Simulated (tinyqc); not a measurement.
Extended Hueckel theory, for BH3, step by step. One step of it, computed by the program tinyqc.

Problem. Mulliken analysis. P = C n C^T; charge = valence electrons (B 3, H 1) minus the sum of (P S)_ii on the atom; overlap population = 2 sum P_ij S_ij between two atoms.

coefficients:
```
              MO1        MO2        MO3        MO4        MO5        MO6        MO7
1B 2s    0.507735   0.000000  -0.000034   0.008822   0.000000  -0.000876   1.614428
1B 2px   0.000005   0.000000   0.449883   0.000000   0.000000   1.345521   0.001050
1B 2py   0.000000   0.449846   0.000000   0.000000   1.345542   0.000000   0.000000
1B 2pz  -0.000392   0.000000   0.000000   0.999950   0.000000   0.000009  -0.017243
2H 1s    0.284939   0.000000   0.544094  -0.001885   0.000000  -1.099040  -0.839667
3H 1s    0.284894   0.471231  -0.272090  -0.001885  -0.952156   0.550220  -0.838375
4H 1s    0.284894  -0.471231  -0.272090  -0.001885   0.952156   0.550220  -0.838375
```

occupations: 2.000000  2.000000  2.000000  0.000000  0.000000  0.000000  0.000000

overlap S:
```
           1B 2s     1B 2px     1B 2py     1B 2pz      2H 1s      3H 1s      4H 1s
1B 2s   1.000000   0.000000   0.000000   0.000000   0.513811   0.513732   0.513732
1B 2px  0.000000   1.000000   0.000000   0.000000   0.546943  -0.273409  -0.273409
1B 2py  0.000000   0.000000   1.000000   0.000000   0.000000   0.473652  -0.473652
1B 2pz  0.000000   0.000000   0.000000   1.000000  -0.005296  -0.005295  -0.005295
2H 1s   0.513811   0.546943   0.000000  -0.005296   1.000000   0.108358   0.108358
3H 1s   0.513732  -0.273409   0.473652  -0.005295   0.108358   1.000000   0.108304
4H 1s   0.513732  -0.273409  -0.473652  -0.005295   0.108358   0.108304   1.000000
```

Give: charges; Overlap populations.

Solution.

charges: 1B 0.426, 2H -0.142, 3H -0.142, 4H -0.142

Overlap populations:
```
pair      value
2-1    0.832828
3-1    0.832758
3-2   -0.028981
4-1    0.832758
4-2   -0.028981
4-3   -0.028965
```
